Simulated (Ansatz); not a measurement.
## PH4, doublet: the ladder up to UCCSDT(Q)

Geometry: displaced at random from a stationary point.

```xyz
5

P     0.0487   -0.0001    0.0047
H     0.1638   -0.0163   -1.5211
H    -0.8124    1.1213   -0.0490
H    -0.9152   -1.0980   -0.0192
H     0.0666   -0.0036    1.4439
```

Basis cc-pVDZ; Ansatz 0.2.0. Correlated methods freeze the noble-gas cores, which leaves 9 electrons in 33 orbitals. R marks a restricted (for open shells ROHF) determinant, U an unrestricted one. Active spaces: valence = (9e, 8o) chosen from the atoms' valence shells.

Full CI isn't at hand for all of this; UCCSDT(Q) serves as the reference, and is uncertain by about the last step of the cluster series. The frozen core follows each run's orbitals, which can shift R against U totals by a few meV.

For open shells CISD is restricted-active-space CI with the open shells as a complete middle space.

The UHF ⟨S²⟩ is 0.778. The T1 diagnostic (RCCSD) is 0.0232, the largest doubles amplitude (RCCSD) is 0.048 and the T1 diagnostic (UCCSD) is 0.0145.

| level | E − E(UCCSDT(Q)) (kJ/mol) | share of correlation (%) | wall time |
| --- | --- | --- | --- |
| RHF | 493.8 | 0.00 | – |
| UHF | 474.8 | 3.86 | – |
| RMP2 | 97.6 | 80.23 | – |
| UMP2 | 98.8 | 79.99 | – |
| CISD | 40.8 | 91.74 | 0.66 s |
| RCCSD | 13.4 | 97.29 | – |
| UCCSD | 13.0 | 97.37 | – |
| RCCSD(T) | 2.4 | 99.51 | 0.42 s |
| UCCSD(T) | 2.5 | 99.50 | 0.42 s |
| BCCD(T) | 2.4 | 99.50 | 0.54 s |
| RCCSDT | 0.4 | 99.92 | – |
| UCCSDT | 0.4 | 99.92 | – |
| RCCSDT(Q) | 0.0 | 100.00 | 11 s |
| CASSCF (valence space) | 346.5 | 29.84 | – |
| NEVPT2 (valence space) | 83.8 | 83.04 | 1.8 s |
| NEVPT4(SD) (valence space) | 8.6 | 98.26 | 2.4 s |
| MRCISD (valence space) | 19.2 | 96.11 | – |
| MRCISD+Q (valence space) | 0.0 | 99.99 | 3 s |

The correlation energy at UCCSDT(Q), counted from RHF, is -5.118 eV. That run took 9.5 s on 1 thread of Arm Neoverse V2, shared host.

Times hold each run's SCF and search for its determinant on a shared host, so for small cases they say little of a method's own cost; they ran on 1 thread of Arm Neoverse V2.

Natural occupations of CASSCF (valence space) about the gap: 1.992 1.978 1.975 1.972 1.003 0.029 0.027 0.023; effectively unpaired electrons, Σ n²(2−n)², 1.02.
